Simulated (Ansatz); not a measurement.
A run of Ansatz (development build ahead of 0.2.0) on singlet CH₃(+) at this shape:

```xyz
4

C     0.0000    0.0000    0.0000
H     1.0157    0.0000    0.0000
H    -0.5079    0.8797    0.0000
H    -0.5079   -0.8797    0.0000
```

Its results:

```json
{
  "Converged": "yes",
  "Total energy": "-38.74887 hartree",
  "Spin squared of the determinant": "0.000"
}
```

Problem. Which input gives this output? Name the method, the orbitals and the basis set, and write the input.

Solution. RHF in STO-3G. An unrestricted run that stays on the closed shell gives the same numbers.

```yaml
crystal:
  periodic: [false, false, false]
  atoms:
    - { symbol: C, position_ang: [0.0, 0.0, 0.0] }
    - { symbol: H, position_ang: [1.01574, 0.0, 0.0] }
    - { symbol: H, position_ang: [-0.50787, 0.87966, 0.0] }
    - { symbol: H, position_ang: [-0.50787, -0.87966, 0.0] }
basis:
  gaussian: { orbitals: STO-3G }
total_charge: 1
hamiltonian:
  xc: hf
```

Caution: no unrestricted run beside it, a lower state can exist.
